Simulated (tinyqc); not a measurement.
RHF in the sto-3g basis, for CH3-, spin multiplicity 1, step by step (part 2 of 2). The basis has no diffuse functions, so it cannot describe the extra electron: this is an exercise in the method, not the real anion. Computed by tinyqc, a small Python program that keeps every step (integrals from PySCF). Command: `OMP_NUM_THREADS=1 python tinyqc.py 24883 24884 out.jsonl` (the two numbers bound the seeds that draw the settings). One thread of a shared host (Intel(R) Xeon(R) Processor @ 2.60GHz), about 0.08 s of CPU time with the checks.

Geometry (angstrom):
```
atom        x        y       z
C      0.0000   0.0000  0.1040
H      1.1310   0.0000  0.0000
H     -0.5650   0.9790  0.0000
H     -0.5650  -0.9790  0.0000
```

## Iteration 1: diagonalisation and new density

Fock matrix F (hartree):
```
           1C 1s    1C 2s   1C 2px   1C 2py   1C 2pz    2H 1s    3H 1s    4H 1s
1C 1s   -11.5913  -2.8078   0.0422   0.1429  -0.0841  -0.5868  -0.6779  -0.7535
1C 2s    -2.8078  -1.3289  -0.0844   0.0514   0.0077  -0.5848  -0.4690  -0.5400
1C 2px    0.0422  -0.0844  -0.2250  -0.1174   0.0693  -0.3579   0.0336   0.0306
1C 2py    0.1429   0.0514  -0.1174  -0.0765  -0.1733  -0.0436  -0.0774   0.2131
1C 2pz   -0.0841   0.0077   0.0693  -0.1733  -0.0766   0.1072  -0.0405   0.0189
2H 1s    -0.5868  -0.5848  -0.3579  -0.0436   0.1072  -0.2947  -0.2044  -0.1727
3H 1s    -0.6779  -0.4690   0.0336  -0.0774  -0.0405  -0.2044   0.0803  -0.1378
4H 1s    -0.7535  -0.5400   0.0306   0.2131   0.0189  -0.1727  -0.1378  -0.0320
```

X:
```
          1C 1s    1C 2s   1C 2px   1C 2py   1C 2pz    2H 1s    3H 1s    4H 1s
1C 1s    1.0283  -0.1641   0.0000   0.0000   0.0030   0.0251   0.0251   0.0251
1C 2s   -0.1641   1.3831  -0.0002   0.0000  -0.0312  -0.3156  -0.3161  -0.3161
1C 2px   0.0000  -0.0002   1.1723   0.0000   0.0000  -0.3236   0.1619   0.1619
1C 2py   0.0000   0.0000   0.0000   1.1726   0.0000   0.0000  -0.2806   0.2806
1C 2pz   0.0030  -0.0312   0.0000   0.0000   1.0027   0.0275   0.0276   0.0276
2H 1s    0.0251  -0.3156  -0.3236   0.0000   0.0275   1.2357  -0.0284  -0.0284
3H 1s    0.0251  -0.3161   0.1619  -0.2806   0.0276  -0.0284   1.2362  -0.0284
4H 1s    0.0251  -0.3161   0.1619   0.2806   0.0276  -0.0284  -0.0284   1.2362
```

D at the start:
```
          1C 1s    1C 2s   1C 2px   1C 2py   1C 2pz    2H 1s    3H 1s    4H 1s
1C 1s    0.9236  -1.4118   0.2334  -0.4154   0.2562  -0.1388   0.8731   0.6995
1C 2s   -1.4118   3.1253  -1.0657   0.4690  -0.0539  -0.2288  -1.7695  -0.7302
1C 2px   0.2334  -1.0657   1.7619   0.7348   0.0379   0.1985   0.1947   1.3962
1C 2py  -0.4154   0.4690   0.7348   1.3775   0.8538  -0.2085  -0.8466   0.4574
1C 2pz   0.2562  -0.0539   0.0379   0.8538   1.4130  -0.4500   0.0116   0.4871
2H 1s   -0.1388  -0.2288   0.1985  -0.2085  -0.4500   0.5116   0.7492  -0.3814
3H 1s    0.8731  -1.7695   0.1947  -0.8466   0.0116   0.7492   2.9457  -0.0026
4H 1s    0.6995  -0.7302   1.3962   0.4574   0.4871  -0.3814  -0.0026   2.4824
```

overlap S:
```
         1C 1s   1C 2s   1C 2px   1C 2py   1C 2pz    2H 1s    3H 1s    4H 1s
1C 1s   1.0000  0.2484   0.0000   0.0000   0.0000   0.0560   0.0561   0.0561
1C 2s   0.2484  1.0000   0.0000   0.0000   0.0000   0.4647   0.4651   0.4651
1C 2px  0.0000  0.0000   1.0000   0.0000   0.0000   0.4492  -0.2247  -0.2247
1C 2py  0.0000  0.0000   0.0000   1.0000   0.0000   0.0000   0.3893  -0.3893
1C 2pz  0.0000  0.0000   0.0000   0.0000   1.0000  -0.0413  -0.0414  -0.0414
2H 1s   0.0560  0.4647   0.4492   0.0000  -0.0413   1.0000   0.1276   0.1276
3H 1s   0.0561  0.4651  -0.2247   0.3893  -0.0414   0.1276   1.0000   0.1277
4H 1s   0.0561  0.4651  -0.2247  -0.3893  -0.0414   0.1276   0.1277   1.0000
```

A level shift of 1 hartree raises the virtual space: F + shift (S - S D(s) S), with D(s) the density of one spin (D/2). Diagonalise F' = X^T F X, C = X C', fill 5 alpha and 5 beta electrons from the bottom; D = 2 C_occ C_occ^T. Each column has its largest component positive (the first on a tie).

F' = X^T F X (hartree):
```
          1        2        3        4        5        6        7        8
1  -10.7531  -0.9917   0.0571   0.3109  -0.1944   0.0833  -0.3744  -0.4308
2   -0.9917  -0.2867   0.1691  -0.0443  -0.0362  -0.4866  -0.3040  -0.5579
3    0.0571   0.1691   0.2818  -0.3627   0.1226  -0.6597   0.2333  -0.1263
4    0.3109  -0.0443  -0.3627   0.6261  -0.5457  -0.1089  -0.2416   0.4779
5   -0.1944  -0.0362   0.1226  -0.5457   0.2212   0.3288  -0.0353  -0.1018
6    0.0833  -0.4866  -0.6597  -0.1089   0.3288   0.8192  -0.3405  -0.0223
7   -0.3744  -0.3040   0.2333  -0.2416  -0.0353  -0.3405   0.5479  -0.0134
8   -0.4308  -0.5579  -0.1263   0.4779  -0.1018  -0.0223  -0.0134   0.5706
```

orbital energies (hartree): MO1 -10.8934, MO2 -0.7049, MO3 -0.2829, MO4 -0.2488, MO5 0.2947, MO6 0.8063, MO7 1.3856, MO8 1.6705

coefficients C:
```
            MO1      MO2      MO3      MO4      MO5      MO6      MO7      MO8
1C 1s    1.0075  -0.2048   0.0851  -0.0610  -0.0230  -0.0988   0.0090   0.0883
1C 2s   -0.0542   0.8103  -0.3295   0.2823   0.0866   1.0371  -0.0875  -0.5495
1C 2px   0.0042   0.1205   0.6758  -0.2636   0.4788  -0.2737  -0.3609  -0.7459
1C 2py  -0.0292   0.0268   0.5005   0.4390   0.1616   0.2896  -0.7387   0.6574
1C 2pz   0.0192  -0.0989   0.0964   0.7403   0.4260  -0.2178   0.4571  -0.0580
2H 1s   -0.0084   0.1778   0.2948  -0.1987  -0.3116  -0.1958   0.7660   0.9242
3H 1s    0.0430   0.0517   0.0936   0.0803  -0.6276  -1.0300   0.0426  -0.5095
4H 1s    0.0387   0.1543  -0.0113  -0.0843   0.7225  -0.7113  -0.6195   0.5403
```

D after iteration 1:
```
          1C 1s    1C 2s   1C 2px   1C 2py   1C 2pz    2H 1s    3H 1s    4H 1s
1C 1s    2.1370  -0.5356   0.0843  -0.0457  -0.0143  -0.0011   0.1006  -0.0100
1C 2s   -0.5356   1.7105  -0.3164  -0.0074   0.2658  -0.0714  -0.0459   0.3307
1C 2px   0.0843  -0.3164   1.5400   0.6060   0.1243   0.2476  -0.5040   0.7586
1C 2py  -0.0457  -0.0074   0.6060   0.9417   0.8777   0.0299  -0.0384   0.1542
1C 2pz  -0.0143   0.2658   0.1243   0.8777   1.4979  -0.5384  -0.4065   0.4595
2H 1s   -0.0011  -0.0714   0.2476   0.0299  -0.5384   0.5104   0.4321  -0.3692
3H 1s    0.1006  -0.0459  -0.5040  -0.0384  -0.4065   0.4321   0.8273  -0.9033
4H 1s   -0.0100   0.3307   0.7586   0.1542   0.4595  -0.3692  -0.9033   1.1090
```

## Iteration 2: building the Fock matrix

core Hamiltonian H = T + V (hartree):
```
           1C 1s    1C 2s   1C 2px   1C 2py   1C 2pz    2H 1s    3H 1s    4H 1s
1C 1s   -19.1599  -4.6254   0.0000   0.0000   0.0043  -1.0516  -1.0532  -1.0532
1C 2s    -4.6254  -6.0838   0.0001   0.0000   0.0448  -2.4655  -2.4679  -2.4679
1C 2px    0.0000   0.0001  -5.0935   0.0000   0.0000  -2.0542   1.0275   1.0275
1C 2py    0.0000   0.0000   0.0000  -5.0937   0.0000   0.0000  -1.7804   1.7804
1C 2pz    0.0043   0.0448   0.0000   0.0000  -4.9217   0.1991   0.1993   0.1993
2H 1s    -1.0516  -2.4655  -2.0542   0.0000   0.1991  -3.7520  -0.6518  -0.6518
3H 1s    -1.0532  -2.4679   1.0275  -1.7804   0.1993  -0.6518  -3.7535  -0.6522
4H 1s    -1.0532  -2.4679   1.0275   1.7804   0.1993  -0.6518  -0.6522  -3.7535
```

nuclear repulsion = 9.200495 hartree

Given earlier and not repeated: Two-electron integrals (ij|kl) in chemists' order.

J_ij = sum D_kl (ij|kl), K_ij = sum D_kl (ik|jl); F = H + J - 0.5 K; E = tr D H + tr D J / 2 - 0.25 tr D K + E_nn.

Coulomb J (hartree):
```
          1C 1s    1C 2s   1C 2px   1C 2py   1C 2pz    2H 1s    3H 1s    4H 1s
1C 1s   12.9502   2.5632  -0.0103   0.0018   0.0054   0.5782   0.5803   0.5805
1C 2s    2.5632   6.2174  -0.0630   0.0178   0.0064   2.4744   2.5156   2.5164
1C 2px  -0.0103  -0.0630   6.2452   0.0264  -0.0014   2.2240  -1.1565  -1.1653
1C 2py   0.0018   0.0178   0.0264   6.2176   0.0489   0.0119   1.9734  -1.9728
1C 2pz   0.0054   0.0064  -0.0014   0.0489   6.1717  -0.2056  -0.1974  -0.2171
2H 1s    0.5782   2.4744   2.2240   0.0119  -0.2056   4.2651   0.6369   0.6349
3H 1s    0.5803   2.5156  -1.1565   1.9734  -0.1974   0.6369   4.3969   0.6454
4H 1s    0.5805   2.5164  -1.1653  -1.9728  -0.2171   0.6349   0.6454   4.4151
```

exchange K (hartree):
```
          1C 1s    1C 2s   1C 2px   1C 2py   1C 2pz    2H 1s    3H 1s    4H 1s
1C 1s    7.2625   1.2605   0.0085  -0.0200   0.0194   0.3024   0.3139   0.3127
1C 2s    1.2605   1.9223  -0.0865   0.0170   0.0377   0.8329   0.8651   0.8834
1C 2px   0.0085  -0.0865   1.5728   0.2008  -0.0609   0.7025  -0.3814  -0.2957
1C 2py  -0.0200   0.0170   0.2008   1.2650   0.3834   0.1288   0.5577  -0.6410
1C 2pz   0.0194   0.0377  -0.0609   0.3834   1.4066  -0.1908  -0.0117  -0.0462
2H 1s    0.3024   0.8329   0.7025   0.1288  -0.1908   1.0187   0.2888   0.2199
3H 1s    0.3139   0.8651  -0.3814   0.5577  -0.0117   0.2888   1.1234   0.1356
4H 1s    0.3127   0.8834  -0.2957  -0.6410  -0.0462   0.2199   0.1356   1.1401
```

Fock matrix F (hartree):
```
          1C 1s    1C 2s   1C 2px   1C 2py   1C 2pz    2H 1s    3H 1s    4H 1s
1C 1s   -9.8410  -2.6924  -0.0145   0.0118   0.0000  -0.6246  -0.6298  -0.6291
1C 2s   -2.6924  -0.8275  -0.0197   0.0093   0.0323  -0.4076  -0.3849  -0.3932
1C 2px  -0.0145  -0.0197   0.3653  -0.0740   0.0290  -0.1815   0.0617   0.0100
1C 2py   0.0118   0.0093  -0.0740   0.4914  -0.1428  -0.0525  -0.0858   0.1281
1C 2pz   0.0000   0.0323   0.0290  -0.1428   0.5468   0.0889   0.0077   0.0053
2H 1s   -0.6246  -0.4076  -0.1815  -0.0525   0.0889   0.0038  -0.1593  -0.1269
3H 1s   -0.6298  -0.3849   0.0617  -0.0858   0.0077  -0.1593   0.0818  -0.0746
4H 1s   -0.6291  -0.3932   0.0100   0.1281   0.0053  -0.1269  -0.0746   0.0916
```

total energy of this density = -37.774268 hartree

## Iteration 2: diagonalisation and new density

As before.

F' = X^T F X (hartree):
```
         1        2        3        4        5        6        7        8
1  -9.6059  -1.5363  -0.0337   0.0264   0.0004  -0.0692  -0.1167  -0.0862
2  -1.5363   0.4373   0.0884   0.0230  -0.0999  -0.5786  -0.6126  -0.7197
3  -0.0337   0.0884   0.9547  -0.2627   0.0231  -0.7961   0.4831   0.0498
4   0.0264   0.0230  -0.2627   1.3682  -0.4927  -0.1552  -0.5914   0.6482
5   0.0004  -0.0999   0.0231  -0.4927   0.7938   0.3406   0.1620  -0.1239
6  -0.0692  -0.5786  -0.7961  -0.1552   0.3406   1.0746  -0.2550  -0.0154
7  -0.1167  -0.6126   0.4831  -0.5914   0.1620  -0.2550   1.0349   0.2764
8  -0.0862  -0.7197   0.0498   0.6482  -0.1239  -0.0154   0.2764   1.0152
```

orbital energies (hartree): MO1 -9.8453, MO2 -0.2416, MO3 0.0619, MO4 0.1665, MO5 0.5507, MO6 1.9965, MO7 2.0611, MO8 2.3230

coefficients C:
```
            MO1      MO2      MO3      MO4      MO5      MO6      MO7      MO8
1C 1s    0.9926  -0.2224  -0.0537   0.0621  -0.0375   0.1592   0.1339   0.0014
1C 2s    0.0303   0.6619   0.2349  -0.2620   0.1780  -0.9862  -0.8201   0.0280
1C 2px   0.0034   0.0901  -0.1903   0.5840   0.3374   0.4656  -0.6745  -0.6004
1C 2py  -0.0031   0.0295  -0.3964  -0.0675   0.4141   0.3468  -0.3623   0.9731
1C 2pz   0.0004  -0.0847  -0.0477  -0.2797   0.8509  -0.0504   0.3675  -0.2436
2H 1s   -0.0061   0.3047  -0.3129   0.3477  -0.1612  -0.0787   1.1102   0.3974
3H 1s    0.0004   0.1838  -0.3787  -0.3946  -0.3708   0.6618   0.2536  -0.8737
4H 1s   -0.0025   0.1434   0.5177   0.1924   0.3596   1.0600   0.0131   0.3967
```

D after iteration 2:
```
          1C 1s    1C 2s   1C 2px   1C 2py   1C 2pz    2H 1s    3H 1s    4H 1s
1C 1s    2.0857  -0.3055   0.0342  -0.0162  -0.0551  -0.0588  -0.0614  -0.1274
1C 2s   -0.3055   1.1891  -0.1558   0.0354   0.3151   0.0164   0.1402   0.4601
1C 2px   0.0342  -0.1558   0.9986   0.3568   0.2503   0.4714  -0.5339   0.2962
1C 2py  -0.0162   0.0354   0.3568   0.6681   0.7753   0.0857   0.0572  -0.1300
1C 2pz  -0.0551   0.3151   0.2503   0.7753   1.6234  -0.4906  -0.4053   0.4306
2H 1s   -0.0588   0.0164   0.4714   0.0857  -0.4906   0.6753   0.1941  -0.2186
3H 1s   -0.0614   0.1402  -0.5339   0.0572  -0.4053   0.1941   0.9410  -0.7579
4H 1s   -0.1274   0.4601   0.2962  -0.1300   0.4306  -0.2186  -0.7579   0.9097
```

## Iteration 43 (converged): orbitals

converged F (hartree):
```
           1C 1s    1C 2s   1C 2px   1C 2py  1C 2pz    2H 1s    3H 1s    4H 1s
1C 1s   -10.3783  -2.8218   0.0000   0.0000  0.0086  -0.6483  -0.6493  -0.6493
1C 2s    -2.8218  -0.9733   0.0002   0.0000  0.0174  -0.4740  -0.4745  -0.4745
1C 2px    0.0000   0.0002   0.2889   0.0000  0.0000  -0.2280   0.1140   0.1140
1C 2py    0.0000   0.0000   0.0000   0.2885  0.0000   0.0000  -0.1975   0.1975
1C 2pz    0.0086   0.0174   0.0000   0.0000  0.2251   0.0306   0.0306   0.0306
2H 1s    -0.6483  -0.4740  -0.2280   0.0000  0.0306  -0.0748  -0.1409  -0.1409
3H 1s    -0.6493  -0.4745   0.1140  -0.1975  0.0306  -0.1409  -0.0753  -0.1410
4H 1s    -0.6493  -0.4745   0.1140   0.1975  0.0306  -0.1409  -0.1410  -0.0753
```

Diagonalise F' = X^T F X, C = X C', fill 5 alpha and 5 beta electrons from the bottom; D = 2 C_occ C_occ^T. Each column has its largest component positive (the first on a tie).

F' = X^T F X (hartree):
```
          1        2        3        4        5        6        7        8
1  -10.1369  -1.5920   0.0000   0.0000   0.0152  -0.0854  -0.0857  -0.0857
2   -1.5920   0.0747  -0.0001   0.0000  -0.0409  -0.4189  -0.4194  -0.4194
3    0.0000  -0.0001   0.6669   0.0000   0.0000  -0.5102   0.2552   0.2552
4    0.0000   0.0000   0.0000   0.6670   0.0000   0.0000  -0.4422   0.4422
5    0.0152  -0.0409   0.0000   0.0000   0.2311   0.0463   0.0463   0.0463
6   -0.0854  -0.4189  -0.5102   0.0000   0.0463   0.3795  -0.0511  -0.0511
7   -0.0857  -0.4194   0.2552  -0.4422   0.0463  -0.0511   0.3797  -0.0512
8   -0.0857  -0.4194   0.2552   0.4422   0.0463  -0.0511  -0.0512   0.3797
```

orbital energies (hartree): MO1 -10.3855, MO2 -0.3964, MO3 -0.0875, MO4 -0.0873, MO5 0.2227, MO6 1.0055, MO7 1.1848, MO8 1.1854

coefficients C:
```
            MO1      MO2      MO3      MO4      MO5      MO6      MO7      MO8
1C 1s    0.9921  -0.2078   0.0000   0.0000  -0.0320  -0.2401   0.0004   0.0000
1C 2s    0.0350   0.5771   0.0000   0.0002   0.1476   1.3727  -0.0025   0.0000
1C 2px   0.0000  -0.0002  -0.0001   0.4428   0.0000   0.0015   1.1556   0.0000
1C 2py   0.0000   0.0000  -0.4428  -0.0001   0.0000   0.0000   0.0000   1.1560
1C 2pz  -0.0016  -0.0316   0.0000   0.0000   0.9899  -0.1667   0.0003   0.0000
2H 1s   -0.0068   0.2669  -0.0001   0.5885  -0.0389  -0.7023  -0.9067   0.0000
3H 1s   -0.0068   0.2673  -0.5093  -0.2940  -0.0388  -0.7008   0.4551  -0.7867
4H 1s   -0.0068   0.2673   0.5094  -0.2939  -0.0388  -0.7008   0.4551   0.7867
```

D after iteration 43:
```
          1C 1s    1C 2s   1C 2px   1C 2py   1C 2pz    2H 1s    3H 1s    4H 1s
1C 1s    2.0570  -0.1798   0.0000   0.0000  -0.0534  -0.1220  -0.1221  -0.1221
1C 2s   -0.1798   0.7122   0.0000   0.0000   0.2557   0.2964   0.2964   0.2964
1C 2px   0.0000   0.0000   0.3921   0.0000   0.0000   0.5210  -0.2604  -0.2604
1C 2py   0.0000   0.0000   0.0000   0.3922   0.0000   0.0000   0.4511  -0.4511
1C 2pz  -0.0534   0.2557   0.0000   0.0000   1.9618  -0.0938  -0.0938  -0.0938
2H 1s   -0.1220   0.2964   0.5210   0.0000  -0.0938   0.8382  -0.2002  -0.2002
3H 1s   -0.1221   0.2964  -0.2604   0.4511  -0.0938  -0.2002   0.8377  -0.2001
4H 1s   -0.1221   0.2964  -0.2604  -0.4511  -0.0938  -0.2002  -0.2001   0.8377
```

## Convergence

Stop when the energy changes by less than 1e-10 hartree and every element of the error matrix X^T (F D S - S D F) X is below 3e-06.

Course of the cycle:
```
iteration  E (hartree)     change  largest element of the error matrix
1           -20.313064          -                             5.96e+00
2           -37.774268  -1.75e+01                             8.64e-01
3           -38.382303  -6.08e-01                             2.97e-01
4           -38.603042  -2.21e-01                             1.80e-01
5           -38.699500  -9.65e-02                             1.47e-01
6           -38.744454  -4.50e-02                             1.16e-01
7           -38.766237  -2.18e-02                             8.87e-02
8           -38.777129  -1.09e-02                             6.73e-02
9           -38.782725  -5.60e-03                             5.08e-02
10          -38.785665  -2.94e-03                             3.81e-02
11          -38.787236  -1.57e-03                             2.86e-02
12          -38.788087  -8.51e-04                             2.14e-02
13          -38.788553  -4.65e-04                             1.60e-02
14          -38.788808  -2.56e-04                             1.19e-02
...                ...        ...                                  ...
30          -38.789126  -2.18e-08                             1.12e-04
31          -38.789126  -1.22e-08                             8.39e-05
32          -38.789126  -6.78e-09                             6.27e-05
33          -38.789126  -3.78e-09                             4.68e-05
34          -38.789126  -2.11e-09                             3.50e-05
35          -38.789126  -1.18e-09                             2.61e-05
36          -38.789126  -6.57e-10                             1.95e-05
37          -38.789126  -3.67e-10                             1.46e-05
38          -38.789126  -2.04e-10                             1.09e-05
39          -38.789126  -1.14e-10                             8.14e-06
40          -38.789126  -6.37e-11                             6.08e-06
41          -38.789126  -3.55e-11                             4.54e-06
42          -38.789126  -1.98e-11                             3.39e-06
43          -38.789126  -1.11e-11                             2.53e-06
```

PySCF RHF in the same basis = -38.789126 hartree

Converged in 43 iterations.

## Populations, bond orders and dipole

Mulliken: Z minus the diagonal of D S on the atom; Loewdin: the same with S^(1/2) D S^(1/2); Mayer order: 2 sum_s sum (D(s) S)_ij (D(s) S)_ji over the two atoms.

Charges (e):
```
atom  Mulliken  Loewdin
1C     -0.5328  -0.5964
2H     -0.1559  -0.1347
3H     -0.1557  -0.1344
4H     -0.1557  -0.1344
```

Mayer bond orders:
```
pair   order
2-1   0.9553
3-1   0.9554
3-2   0.0102
4-1   0.9554
4-2   0.0102
4-3   0.0102
```

dipole moment about the origin, x y z (debye): -0.0018  0.0000  -0.8337
